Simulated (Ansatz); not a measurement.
Property card for H

Method: DFT r2SCAN, scalar-relativistic, plane waves, PAW (Ansatz).

Plane waves to 500 eV, a k mesh through Γ of 10×10×10 on the computed 2-atom cell and Gaussian smearing (0.02 eV); no spin polarisation.

The structure is relaxed at this level of theory with its symmetry kept. Whether it is the stable form of this composition wasn't checked.

```cif
data_structure
_symmetry_space_group_name_H-M 'I4/mmm'
_symmetry_Int_Tables_number 139
_cell_length_a 3.6497
_cell_length_b 3.6497
_cell_length_c 4.6805
_cell_angle_alpha 90.000
_cell_angle_beta 90.000
_cell_angle_gamma 90.000
_cell_volume 62.35
loop_
_atom_site_label
_atom_site_type_symbol
_atom_site_symmetry_multiplicity
_atom_site_Wyckoff_symbol
_atom_site_fract_x
_atom_site_fract_y
_atom_site_fract_z
_atom_site_occupancy
H1 H 4 e 0.00000 0.00000 0.92075 1
```

```
Space group                                                                                                                                 : I4/mmm (No. 139)
Volume per atom                                                                                                                             : 15.59 Å³
Formation energy from the elements' standard states (uncorrected)                                                                           : +0.002 eV/atom
Generalised Kohn–Sham band gap                                                                                                              : 10.29 eV, indirect from M to N
Löwdin character of the top 1 eV of the valence band                                                                                        : H 1s 97 %
Electron masses at the edge by Cartesian direction of the standard setting (m_e; degenerate bands sorted by energy; no spin-orbit coupling) : x: 1.2; y: 1.1; z: 0.66
Hole masses at the edge by Cartesian direction of the standard setting (m_e; degenerate bands sorted by energy; no spin-orbit coupling)     : x: 9.1; y: 9.1; z: 1.9
Bader charges (e)                                                                                                                           : H (2 in the cell) 0.00
```

Each cell of H holds molecules, and where no dispersion correction was added their binding is poorly described.